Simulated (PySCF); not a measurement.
**Spin states of LiN⁺**

Unrestricted PBE0; PySCF, no relativity, basis sets Li cc-pVDZ, N cc-pVDZ. Outer shells of the fragments: Li+ closed shells only; N 2s2 2p3.

Followed along the bond (rough minima from three points):

```
2Ms+1   unpaired  ⟨S²⟩ at the start  R at minimum (Å)  Te (eV)
    4  σ ↑, π ↑↑               3.75              2.33     0.00
    2  σ ↑, π ↑↓               1.75              2.36     1.21
```

Solutions found at the starting distance of 2.040 Å, counted from the lowest of them; the search is not exhaustive and high or unbound solutions are not listed, so other states can lie among these:

| 2Ms+1 | unpaired | term | E (eV) | ⟨S²⟩ | ⟨Lz²⟩ | μ (D) |
| --- | --- | --- | --- | --- | --- | --- |
| 4 | σ ↑, π ↑↑ | ⁴Σ⁻ | 0.00 | 3.75 | 0.00 | -5.59 |
| 2 | σ ↑, π ↑↓ | mixed | 1.22 | 1.75 | 2.01 | -5.61 |
| 2 | σ ↓, π ↑↑ | mixed | 1.22 | 1.76 | 0.00 | -5.65 |
| 2 | π ↑ | ²Π | 2.56 | 0.75 | 1.00 | -5.68 |
| 2 | σ ↑ | mixed | 3.12 | 0.75 | 2.00 | -5.52 |
| 2 | π ↑ | ²Π | 3.66 | 0.75 | 1.01 | -5.49 |

A term symbol is given only where ⟨S²⟩ and ⟨Lz²⟩ are close to those of a pure state; real π, δ and φ orbitals otherwise mix terms. A positive dipole points towards N; it is taken about the centre of mass and depends on that origin.
